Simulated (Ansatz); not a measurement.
# BNHS (doublet): wave-function methods side by side at angle N2–B1–H4 = 105.9°, cc-pVDZ

The task here is to estimate one member of a computed series from the others.

The runs use Ansatz 0.2.0, Gaussian basis; cc-pVDZ, core rule «outside noble gas», up to 7 orbitals frozen.

The runs, in order: UHF; CCSD(T) on ROHF; CCSD(T) on UHF; BCCD(T) on ROHF; CISD; CCSDT(Q) on ROHF; CCSDT(Q) on UHF; CASSCF and MRCISD+Q, 3 electrons in 3 orbitals; CASSCF and NEVPT2, 3 electrons in 3 orbitals.

12 further runs of the same task are left out: 1 for a mislabelled method, 9 that didn't finish, 2 set aside as unsound or not needed.

## The system

The geometry derives from a PBE0/def2-TZVP stationary point (not a proven minimum). One angle is set to the value named; bond lengths are kept.

4 atoms, charge 0, spin multiplicity 2.

Atoms are counted from 1 here; the program's logs count them from 0.

Bond lengths: B1–N2 1.256 Å, B1–H4 1.170 Å, N2–S3 1.585 Å. Angles: N2–B1–H4 105.9°, B1–N2–S3 180.0°.

The first run:

in.yaml reads:

```yaml
crystal:
  periodic: [false, false, false]
  atoms:
    - {symbol: B, position_ang: [-1.143404, 0.000000, 1.482086]}
    - {symbol: N, position_ang: [-0.386830, 0.000000, 0.479899]}
    - {symbol: S, position_ang: [0.568271, 0.000000, -0.785265]}
    - {symbol: H, position_ang: [-0.438586, 0.000000, 2.415715]}
basis:
  gaussian: {orbitals: cc-pVDZ}
magnetization: {spin_polarized: true, initial_magnetization: 1}
hamiltonian: {xc: hf}
output: {orbitals: {seedname: orbitals}}
```

Launch:

```bash
ansatz run in.yaml --threads 1 --pin off --events-out ev --progress --plain --max-ram 2393MiB
```

Steps of the session up to this table: UHF; CCSD(T) on ROHF; CCSD(T) on UHF; BCCD(T) on ROHF; CISD; CCSDT(Q) on ROHF; CCSDT(Q) on UHF; CASSCF and MRCISD+Q, 3 electrons in 3 orbitals; CASSCF and NEVPT2, 3 electrons in 3 orbitals.

One of the session's tables, all rows but one given; the rest of the session is left out.

It belongs to the step «Misses and costs». 

```
       method  from RCCSDT(Q) (kJ/mol)
         ROHF                  +1090.5
          UHF                  +1048.1
         RMP2                   +115.3
         UMP2                   +186.0
         CISD                   +174.5
        RCCSD                        ?
        UCCSD                    +58.8
     RCCSD(T)                     +7.7
     UCCSD(T)                    +13.4
      BCCD(T)                     +7.7
       RCCSDT                     +5.2
       UCCSDT                     +5.5
    RCCSDT(Q)                        0
    UCCSDT(Q)                     -0.9
  CASSCF pair                   +990.0
  NEVPT2 pair                   +119.8
  MRCISD pair                   +143.9
MRCISD+Q pair                    +32.0
```

Q: Estimate the row for RCCSD from the others.

As computed: from RCCSDT(Q) (kJ/mol): +55.1. In the column «from RCCSDT(Q) (kJ/mol)» it lies between MRCISD+Q pair (+32.0) and UCCSD (+58.8).

Caveats from the session: The determinant is far from a pure spin state, so its energy mixes those of several spin states (harmless only where they are near-degenerate, as at dissociation). Restricted and unrestricted rows rest on different reference determinants; where their highest levels disagree by more than a few hundredths of an eV, they describe different states and don't form one ladder.
